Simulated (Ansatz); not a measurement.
LiAl2⁻, relaxed as a singlet with RKS PBE0-D4/def2-TZVPD in Ansatz, starting from the GFN2-xTB geometry. Force threshold 0.02 eV/Å.

The restricted singlet is unstable: a solution with broken spin symmetry lies lower. The highest occupied level of the charge -1 singlet lies above zero (up to 0.29 eV). Its loss leaves the charge 0 doublet, which lies 0.87 eV higher (vertical, at PBE0-D4/def2-TZVPD), but this difference is unsure: the doublet is doubtful (geometry relaxed on an unsound state). At PBE0-D4/def2-TZVPD a triplet of charge -1 lies 0.45 eV below the restricted singlet, each at its own geometry. The structure comes from a short search, and lower isomers may exist.

Start:

Cartesian coordinates in Å:
```
Li -0.932 1.157 0.035
Al -0.472 -1.332 -0.096
Al 1.405 0.176 0.061
```

```json
{"step": "1", "energy (eV)": "-13391.0029", "largest force component (eV/Å)": "0.551", "SCF passes": "36"}
{"step": "2", "energy (eV)": "-13391.0641", "largest force component (eV/Å)": "0.105", "SCF passes": "43"}
{"step": "3 (rejected)", "energy (eV)": "-13391.0636", "largest force component (eV/Å)": "0.225", "SCF passes": "54"}
{"step": "4", "energy (eV)": "-13391.0665", "largest force component (eV/Å)": "0.068", "SCF passes": "54"}
{"step": "5", "energy (eV)": "-13391.0680", "largest force component (eV/Å)": "0.005", "SCF passes": "38"}
```

Force components are those of the run's own axes.

End:

```
atom    x (Å)    y (Å)    z (Å)
 Li1  -1.0152   1.2595   0.0383
 Al2  -0.4306  -1.3837  -0.0973
 Al3   1.4459   0.1241   0.0589
```

By distances, no bond broke or formed. The bond that changes most is Li1–Al2, from 2.53 to 2.71 Å (atoms count from 1).

No frequencies were taken in this run, so the end may be a saddle point.

Hardware: 2 threads of Arm Neoverse V2 on a shared host. Wall time 8 s.
